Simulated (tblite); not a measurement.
Compound: C4H5PS.
SMILES: `CC1=CP=CS1`

Computed with GFN2-xTB (tblite): harmonic, unscaled wavenumbers at the GFN2-xTB geometry, gas phase. Against measured fundamentals such values can be off by several per cent, at times by over 20.

Harmonic wavenumbers (cm⁻¹): 71.0, 197.5, 289.3, 318.6, 451.0, 471.5, 515.4, 678.4, 686.2, 785.4, 809.5, 860.5, 966.4, 1003.6, 1026.4, 1103.5, 1162.6, 1214.6, 1399.9, 1466.8, 1469.4, 1533.1, 3001.1, 3014.8, 3043.2, 3081.1, 3119.1.

A = 4299, B = 2236, C = 1484 MHz; mass 115.985 u (most abundant isotopes); point group Cs, symmetry number 1.

Task: Zero-point energy?

Result: Half the sum of the wavenumbers: 16870 cm⁻¹ = 48.23 kcal/mol.

Task: Give the ideal-gas entropy at 200 K and 1 bar in the rigid-rotor, harmonic-oscillator model (classical rotation).

Result: Translation 38.20, rotation 26.32, vibration 7.59: S = 72.1 cal/(mol K).

Task: And Cp and H(200 K) − H(0)?

Result: Cp = 18.36 cal/(mol K), of which vibrations give 10.41 (their classical limit is 27 R = 53.7); H(200 K) − H(0) = 2.49 kcal/mol without the zero-point energy, 0.90 from vibrations.

Task: How do the functions run with temperature in this model?

Result: 
| T (K) | S (cal/(mol K)) | Cp (cal/(mol K)) | H − H(0) (kcal/mol) | G − H(0) (kcal/mol) | ln q(vib) |
| --- | --- | --- | --- | --- | --- |
| 50 | 54.4 | 9.6 | 0.43 | -2.29 | 0.14 |
| 100 | 61.8 | 12.1 | 0.97 | -5.21 | 0.54 |
| 298.15 | 80.6 | 24.8 | 4.61 | -19.44 | 2.74 |
| 373.15 | 86.7 | 29.2 | 6.63 | -25.72 | 3.71 |
| 500 | 96.1 | 35.4 | 10.75 | -37.32 | 5.43 |
| 750 | 112.1 | 43.3 | 20.67 | -63.42 | 8.80 |
| 1000 | 125.3 | 48.3 | 32.17 | -93.16 | 11.97 |

q(vib) and H(0) count from the zero-point level.

Task: What must be added to the electronic energy to get the Gibbs energy at 200 K and 1 bar?

Result: ZPE + [H(200 K) − H(0)] − T·S = 48.23 + 2.49 − 14.42 = 36.30 kcal/mol.

Task: Which modes carry the vibrational entropy at 200 K?

Result: 71.0 cm⁻¹: 3.34; 197.5 cm⁻¹: 1.45; 289.3 cm⁻¹: 0.85; 318.6 cm⁻¹: 0.72; 451.0 cm⁻¹: 0.34; 471.5 cm⁻¹: 0.30 cal/(mol K); the other 21 give 0.58 together.

Task: Blend soft modes into free rotors: weight 1/[1 + (100 cm⁻¹/ν̃)⁴] for the oscillator and the rest for a rotor with moment μB/(μ + B), μ = h/(8π²ν), B = 10⁻⁴⁴ kg m². What vibrational entropy results?

Result: 7.20 cal/(mol K) in place of 7.59, which changes −T·S at 200 K by +0.08 kcal/mol.

Hindered rotation and anharmonicity are outside this model.

Hardware: one thread of an Arm Neoverse V1, shared host with 32 logical CPUs at a one-minute load of 22. Cost: 0.3 s. The figure is for the frequency step alone.
